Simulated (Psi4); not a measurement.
Psi4 input (wB97X-D/6-311+G**):

```
memory 1500 MB

molecule {
0 2
S     0.00108380    0.01823548    1.13620484
C     0.00261406    1.29542196   -0.04692498
C    -0.00253788   -1.20240713   -0.07753578
C     0.00033218    0.73061502   -1.26663996
C    -0.00262290   -0.67651780   -1.34119242
H     0.00501141    2.32821230    0.25581372
H    -0.00440903   -2.24242826    0.20719009
H    -0.00465585   -1.26022405   -2.24852233
symmetry c1
no_reorient
no_com
}

set {
  basis 6-311+G**
  reference uks
  scf_type df
  df_basis_scf def2-universal-jkfit
  dft_radial_points 99
  dft_spherical_points 590
  e_convergence 1e-8
  d_convergence 1e-7
  maxiter 150
}

e = energy('wb97x-d')
print_out(f'\nFINAL {e:.10f} DIPOLE {variable("CURRENT DIPOLE")[0]:.6f} {variable("CURRENT DIPOLE")[1]:.6f} {variable("CURRENT DIPOLE")[2]:.6f}\n')
```

From the last part of the output:

```
  HONO-1 :   21  A 1.9961981
  HONO-0 :   22  A 1.0000000
  LUNO+0 :   23  A 0.0038019
  LUNO+1 :   24  A 0.0010174
  LUNO+2 :   25  A 0.0002180
  LUNO+3 :   26  A 0.0002134

Computation Completed

Properties will be evaluated at   0.000000,   0.000000,   0.000000 [a0]

Properties computed using the SCF density matrix

 Multipole Moments:

 ------------------------------------------------------------------------------------
     Multipole            Electronic (a.u.)      Nuclear  (a.u.)        Total (a.u.)
 ------------------------------------------------------------------------------------

 L = 1.  Multiply by 2.5417464519 to convert [e a0] to [Debye]
 Dipole X            :         -0.0004031            0.0000002           -0.0004030
 Dipole Y            :         -0.2337289           -0.0000001           -0.2337290
 Dipole Z            :          0.0830535            0.0000002            0.0830536
 Magnitude           :                                                    0.2480469

 ------------------------------------------------------------------------------------

FINAL -552.2975629693 DIPOLE -0.000403 -0.233729 0.083054

*** Psi4 exiting successfully. Buy a developer a beer!
```
